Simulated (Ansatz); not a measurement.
CH₂O₂, SMILES O=CO, an active-space calculation

Computed with Ansatz 0.2.0 through its Python package.

Script `cas_ch2o2.py`:
```python
import warnings

import ansatz as az
from rdkit import Chem
from rdkit.Chem import AllChem

params = {
    "basis_set": "cc-pVDZ",
}

warnings.simplefilter("ignore", az.DeckWarning)

rd = Chem.AddHs(Chem.MolFromSmiles("O=CO"))
AllChem.EmbedMolecule(rd, randomSeed=258)
AllChem.UFFOptimizeMolecule(rd)
mol = az.Crystal.molecule()
for atom, xyz in zip(rd.GetAtoms(), rd.GetConformer().GetPositions()):
    mol = mol.atom(atom.GetSymbol(), xyz.round(5).tolist())

base = (
    mol.calculation()
    .basis(gaussian=params["basis_set"])
    .correlation(active_electrons=4, active_orbitals=4)
)
for method in [None]:
    data = (base if method is None else base.correlation(method)).run(threads=1).report
    space = data["configurations"]
    state = space["states"][0]
    print(method or "casscf", f"total {data['free_energy_ev'] / 27.211386246:.6f} Ha, active-space state {state['energy']['hartree']:.6f} Ha, mean field {data['reference_energy_ev'] / 27.211386246:.6f} Ha")
    print("  determinants", state["n_determinants"], " natural occupations", [round(n, 3) for n in space["natural_occupations"]])
```

`python cas_ch2o2.py` gives:
```text
casscf total -188.828224 Ha, active-space state -188.828224 Ha, mean field -188.754411 Ha
  determinants 36  natural occupations [1.976, 1.936, 0.064, 0.024]
```

Reading the output:
- Total energies depend on the basis set; only differences at equal settings carry meaning.
- The geometry is a force-field or estimated start, not a minimum of this method, and the basis set is short of its limit. The active space starts as a window about the frontier orbitals and is then optimised, not chosen by chemistry.
- Wall time of the script: 2.4 s on 1 thread of Arm Neoverse V1, on a shared host, peak memory 0.21 GiB.
